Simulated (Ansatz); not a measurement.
**[PH2]− (phosphanide) at 6 levels**

Aim: a comparison of 6 runs (HF/3-21G, SVWN5/3-21G, UPBE/3-21G, BHLYP/6-31G*, CCSD(T)/3-21G, FCI/6-31G*) of [PH2]− (phosphanide). 

The calculation is run with Ansatz 0.2.0.

2 further runs of the same task are left out: 2 that didn't finish.

### 1 The molecule

The species is [PH2]− (3 atoms), meant as a singlet with charge -1. SMILES: `[PH2-]`. The H2–P1 distance was set to 2.018 Å, away from the relaxed value. At this shape a bond of the SMILES string is far longer than usual.

Bond lengths: P1–H3 1.345 Å. A long bond or contact: P1–H2 2.018 Å.

### 2 A single-point energy at HF/3-21G (run 1)

job.yaml reads:

```yaml
crystal:
  periodic: [false, false, false]
  atoms:
    - {symbol: P, position_ang: [0.695579, -0.935462, 0.285009]}
    - {symbol: H, position_ang: [0.105590, 0.990220, 0.165130]}
    - {symbol: H, position_ang: [-0.407841, -1.338532, -0.370221]}
basis:
  gaussian:
    orbitals: 3-21G.json
total_charge: -1
hamiltonian:
  xc: hf
accuracy: high
```

The basis set 3-21G is read from a file made from the Basis Set Exchange's data (not shown).

On the command line:

```
$ ansatz run job.yaml --threads 1 --pin off --max-ram 2610MiB --events-out events.jsonl --progress --plain --runs-dir runs
```

What it wrote:

```text
Warning: RAYON_NUM_THREADS=1 ignored (pool sized by the plan → 1); use --threads N
Functional definition: HF
  name "HF"
  exchange = exact_x
  correlation = 0
319 factors; integrals over basis functions are off by at most 2.2e-9 eV
mean field evaluation 1: about -9253.1345 eV, gradient 9.0e0 eV
mean field evaluation 2: about -9253.1366 eV, gradient 9.0e0 eV
mean field evaluation 4: about -9253.5402 eV, gradient 5.1e-1 eV
mean field evaluation 8: about -9253.5417 eV, gradient 1.3e-5 eV
mean field -9253.54172452 eV, -340.0613861004 hartree, gradient 3.0e-8 eV, S^2 0.000000; 0 other end points of the search recorded, 0 dependent functions left out
reference -9253.54172452 eV, -340.0613861004 hartree; 9, 9 occupied and 8, 8 virtual orbitals, 319 factors
Total energy: -9253.54172452 eV, -340.0613861004 hartree
```

Run time: 0.08 s. Hardware: 1 thread of Arm Neoverse V1, shared host.

### 3 The energy at SVWN5/3-21G (run 2)

input.yaml reads:

```yaml
crystal:
  periodic: [false, false, false]
  atoms:
    - {symbol: P, position_ang: [0.695579, -0.935462, 0.285009]}
    - {symbol: H, position_ang: [0.105590, 0.990220, 0.165130]}
    - {symbol: H, position_ang: [-0.407841, -1.338532, -0.370221]}
basis:
  gaussian: {orbitals: 3-21G.json}
total_charge: -1
hamiltonian: {xc: {name: SVWN5}}
accuracy: high
```

The basis set 3-21G is read from a file made from the Basis Set Exchange's data (not shown).

On the command line:

```
$ ansatz run input.yaml --threads 1 --pin off --max-ram 2610MiB --events-out events.jsonl --progress --plain --runs-dir runs
```

What it wrote:

```text
Warning: RAYON_NUM_THREADS=1 ignored (pool sized by the plan → 1); use --threads N
Functional definition: SVWN5
  name "SVWN5"
  exchange = slater_x
  correlation = vwn5_c
319 factors; integrals over basis functions are off by at most 2.2e-9 eV
mean field evaluation 1: about -9236.3279 eV, gradient 8.8e0 eV
mean field evaluation 2: about -9235.5609 eV, gradient 1.5e1 eV
mean field evaluation 4: about -9236.5975 eV, gradient 2.5e-1 eV
mean field evaluation 8: about -9236.5905 eV, gradient 1.7e-2 eV
mean field evaluation 16: about -9236.5905 eV, gradient 2.5e-8 eV
mean field -9236.59049098 eV, -339.4384397575 hartree, gradient 5.8e-8 eV, S^2 0.000000; 0 other end points of the search recorded, 0 dependent functions left out
reference -9236.59049266 eV, -339.4384398193 hartree; 9, 9 occupied and 8, 8 virtual orbitals, 319 factors
Total energy: -9236.59049266 eV, -339.4384398193 hartree
```

Run time: 0.36 s. Hardware: 1 thread of Arm Neoverse V1, shared host.

Runs 3 to 5 aren't shown in full; the table further down has their settings and results.

### 4 The energy at FCI/6-31G(d) (spherical functions) (run 6)

in.yaml reads:

```yaml
basis:
  gaussian:
    orbitals: 6-31G_st_-spherical.json
crystal:
  periodic: [false, false, false]
  atoms:
    - {symbol: P, position_ang: [0.695579, -0.935462, 0.285009]}
    - {symbol: H, position_ang: [0.105590, 0.990220, 0.165130]}
    - {symbol: H, position_ang: [-0.407841, -1.338532, -0.370221]}
total_charge: -1
correlation:
  method: fci
  frozen_orbitals: {H: 0, P: 5}
accuracy: high
```

The basis set 6-31G* is read from a file made from the Basis Set Exchange's data (not shown).

On the command line:

```
$ ansatz run in.yaml --threads 1 --pin off --max-ram 2610MiB --events-out events.jsonl --progress --plain --runs-dir runs
```

What it wrote:

```text
Warning: RAYON_NUM_THREADS=1 ignored (pool sized by the plan → 1); use --threads N
[... 4 set-up lines as earlier in the session ...]
383 factors; integrals over basis functions are off by at most 3.4e-9 eV
mean field evaluation 1: about -9299.7634 eV, gradient 9.8e0 eV
mean field evaluation 2: about -9299.7641 eV, gradient 9.8e0 eV
mean field evaluation 4: about -9300.2868 eV, gradient 8.1e-1 eV
mean field evaluation 8: about -9300.2913 eV, gradient 3.1e-4 eV
mean field -9300.29133113 eV, -341.7794024552 hartree, gradient 2.0e-8 eV, S^2 0.000000; 0 other end points of the search recorded, 0 dependent functions left out; unrestricted orbitals would lower it
mean field evaluation 16: about -9300.2823 eV, gradient 2.7e-1 eV
5 core orbitals not correlated: weight in the atoms' cores, before any rotation towards them, 1.000 or more for the frozen orbitals, at most 0.000 for the correlated occupied ones
reference -9300.29133113 eV, -341.7794024552 hartree; 4, 4 occupied and 13, 13 virtual orbitals, 383 factors
state -9304.03349117 eV, -341.9169243001 hartree
Total energy: -9304.03349117 eV, -341.9169243001 hartree
```

Run time: 12 s. Hardware: 1 thread of Arm Neoverse V1, shared host; peak memory 0.31 GiB.

### 5 Overview of the runs

```tsv
run	level	frozen core orbitals	energy (Eh)	wall time
1	HF/3-21G	–	-340.061386	0.08 s
2	SVWN5/3-21G	–	-339.438440	0.36 s
3	UPBE/3-21G	–	-340.555710	0.87 s
4	BHLYP/6-31G* (spherical functions)	–	-342.443605	0.66 s
5	CCSD(T)/3-21G	5	-340.145829	0.18 s
6	FCI/6-31G* (spherical functions)	5	-341.916924	12 s
```

### 6 Outcome

| quantity | value |
| --- | --- |
| run 6: total energy | -341.91692 Eh |
| run 6: correlation energy (5 core orbitals frozen) | -137.5 mEh |

**Reading.** Totals of different functionals can't be ranked against each other. In run 5 the log says that unrestricted orbitals would lower the reference, so the values rest on an unstable closed-shell determinant (other closed-shell runs at this shape may share the fault). All runs together took 14 s, the longest 12 s.
